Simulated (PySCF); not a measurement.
How well do the runs reproduce experiment for boron monofluoride?

**Measured values to compare with.**

From NIST CCCBDB Release 22 (SRD 101), experimental dipoles, for the gas: dipole moment 0.5 ± 0.2 D.

From Liu, Meijer, Perez-Rios, Phys. Chem. Chem. Phys. 22 (2020) 24191, for the gas: dipole moment 0.5 D.

The results are set against them at the end.

Boron monofluoride, BF (singlet state).
SMILES with atom numbers: `[B:1][F:2]`

Structure used (PBE0-D3(BJ)/def2-TZVP), in Å, numbered top down from 1:
```xyz
2
BF angstrom
B      0.6401   -0.0282    0.0010
F     -0.6226   -0.0007   -0.0131
```

Runs made with PySCF (gas phase, on this PBE0-D3(BJ)/def2-TZVP geometry; no spin–orbit coupling):

```json
{"level": "PBE0-D3(BJ)/def2-TZVP, grid level 2", "job": "geometry optimisation from a GFN2-xTB start shaken at random", "basis functions": "62", "wall time": "1.9 s"}
{"level": "B97-2/pcSseg-2", "job": "shieldings", "basis functions": "72", "wall time": "0.61 s"}
{"level": "KT3/pcSseg-2", "job": "shieldings", "basis functions": "72", "wall time": "0.9 s"}
{"level": "PBE0/pcSseg-2", "job": "shieldings, charges and field gradients", "basis functions": "72", "wall time": "1.4 s"}
{"level": "wB97X-D/pcSseg-2", "job": "shieldings", "basis functions": "72", "wall time": "0.75 s"}
{"level": "CAM-B3LYP/aug-cc-pVTZ", "job": "10 singlets by full TDDFT, 4 Tamm–Dancoff triplets, polarisability", "basis functions": "92", "wall time": "1.1 s"}
{"level": "PBE0/aug-cc-pVTZ", "job": "10 singlets by full TDDFT, 4 Tamm–Dancoff triplets, polarisability, dynamic polarisability", "basis functions": "92", "wall time": "1.2 s"}
{"level": "wB97X-D/aug-cc-pVTZ", "job": "10 singlets by full TDDFT, 4 Tamm–Dancoff triplets, polarisability, ΔSCF ions", "basis functions": "92", "wall time": "2.0 s"}
{"level": "B3LYP/pcJ-2", "job": "spin–spin couplings from 2 perturbed nuclei", "basis functions": "102", "wall time": "0.87 s"}
{"level": "B97-2/pcJ-2", "job": "spin–spin couplings from 2 perturbed nuclei", "basis functions": "102", "wall time": "0.89 s"}
{"level": "PBE0/pcJ-2", "job": "spin–spin couplings from 2 perturbed nuclei", "basis functions": "102", "wall time": "0.86 s"}
```

Hardware: an Arm Neoverse V2 with one thread, no GPU (shared host).

## Comparison

**Dipole moment.** Measured: 0.5 D (NIST CCCBDB Release 22 (SRD 101), experimental dipoles) and 0.5 D (Liu, Meijer, Perez-Rios, Phys. Chem. Chem. Phys. 22 (2020) 24191). Differences are taken against the first.

```json
{"level": "PBE0-D3(BJ)/def2-TZVP", "computed (D)": "1.01", "computed − measured (D)": "+0.51", "% (from the printed values)": "+102"}
{"level": "B97-2/pcSseg-2", "computed (D)": "1.00", "computed − measured (D)": "+0.50", "% (from the printed values)": "+100"}
{"level": "KT3/pcSseg-2", "computed (D)": "0.92", "computed − measured (D)": "+0.42", "% (from the printed values)": "+84"}
{"level": "PBE0/pcSseg-2", "computed (D)": "1.00", "computed − measured (D)": "+0.50", "% (from the printed values)": "+100"}
{"level": "wB97X-D/pcSseg-2", "computed (D)": "1.04", "computed − measured (D)": "+0.54", "% (from the printed values)": "+108"}
{"level": "CAM-B3LYP/aug-cc-pVTZ", "computed (D)": "0.97", "computed − measured (D)": "+0.47", "% (from the printed values)": "+94"}
{"level": "PBE0/aug-cc-pVTZ", "computed (D)": "1.00", "computed − measured (D)": "+0.50", "% (from the printed values)": "+100"}
{"level": "wB97X-D/aug-cc-pVTZ", "computed (D)": "1.03", "computed − measured (D)": "+0.53", "% (from the printed values)": "+106"}
{"level": "B3LYP/pcJ-2", "computed (D)": "0.96", "computed − measured (D)": "+0.46", "% (from the printed values)": "+92"}
{"level": "B97-2/pcJ-2", "computed (D)": "0.99", "computed − measured (D)": "+0.49", "% (from the printed values)": "+98"}
{"level": "PBE0/pcJ-2", "computed (D)": "0.99", "computed − measured (D)": "+0.49", "% (from the printed values)": "+98"}
```

Closest is KT3/pcSseg-2 (+0.42 D), furthest wB97X-D/pcSseg-2 (+0.54 D); one molecule doesn't rank methods. All 11 levels lie above the measurement. The computed dipoles belong to one fixed geometry; measured ones are averaged over vibrations unless marked μe. Magnitudes are compared, not signs.

The geometry is computed, not the measured one. Where a level misses, the cause wasn't examined.
